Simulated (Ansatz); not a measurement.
Two shapes of doublet HNO(+).

Shape 1:

```xyz
3

N     0.1246    0.4439    0.3460
H     0.1407    1.2607   -0.2923
O    -0.1076   -0.5215   -0.2628
```

Shape 2:

```xyz
3

N     0.1095    0.3813    0.3059
H     0.1428    1.2755   -0.2922
O    -0.0946   -0.4737   -0.2228
```

Basis set: def2-SVP (spherical functions). Left uncorrelated: 2 orbitals. Charge 1, multiplicity 2.

Computed with Ansatz (development build ahead of 0.2.0); each method stands on the lowest determinant of its kind that the runs found.

Which shape is lower in energy, and by how much in each method?

| method | E(2) − E(1) (eV) |
| --- | --- |
| UHF | 0.277 |
| UHF-MP2 | 0.169 |

Shape 1 is lower. Caution: the unrestricted determinant is spin contaminated. Caution for UHF-MP2: MP2 forces lie far from those of the mean fields.
